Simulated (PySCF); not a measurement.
CCl3: breathing scan

Level of theory: UPBE0 in PySCF with C def2-SVP, Cl def2-SVP; no relativity; density-fitted integrals.

Rigid scan from the doublet minimum (C–Cl 1.712 Å (×3); Cl–C–Cl 117.1° (×3)). Coordinate: all bonds to the central atom scaled together. Energies in kJ/mol from the minimum.

| scale of all bonds to the centre | E (kJ/mol) | dipole size (D) | ⟨S²⟩ |
| --- | --- | --- | --- |
| 0.88 | 277.0 | 0.21 | 0.75 |
| 0.92 | 107.4 | 0.23 | 0.75 |
| 0.96 | 23.5 | 0.24 | 0.75 |
| 1.00 | 0.0 | 0.24 | 0.75 |
| 1.04 | 18.1 | 0.23 | 0.75 |
| 1.08 | 63.9 | 0.21 | 0.76 |
| 1.14 | 162.2 | 0.15 | 0.76 |
| 1.22 | 313.6 | 0.04 | 0.77 |
| 1.35 | 547.6 | 0.20 | 0.82 |

Other isomers or separated fragments may lie lower.
